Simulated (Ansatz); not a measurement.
Frontier orbitals of BHO$_{2}$, SMILES `O=BO`.

Charge 0, multiplicity 1. Geometry: relaxed with PBE0-D4/def2-TZVP. It is one conformer, not always the lowest. Basis def2-TZVPP, Ansatz 0.2.0.

Orbital energies of one run (eV). Highest occupied ones, from the top: -9.12, -9.42, -11.24, -11.92, -12.74, -17.08, -26.64, -29.81, -185.26, -520.12, -522.63. Empty: -0.88, 1.03, 1.48, 1.59, 3.37, 3.91.

**Question.** Which functional gave them?
A. BLYP
B. r2SCANh
C. B3LYP
D. ωB97X-V

**Answer.** C. HOMO energies: B3LYP -9.12, ωB97X-V -11.88, r2SCANh -8.71, BLYP -7.67 eV.

B3LYP here is the variant with VWN-RPA as its local correlation; programs differ in this.
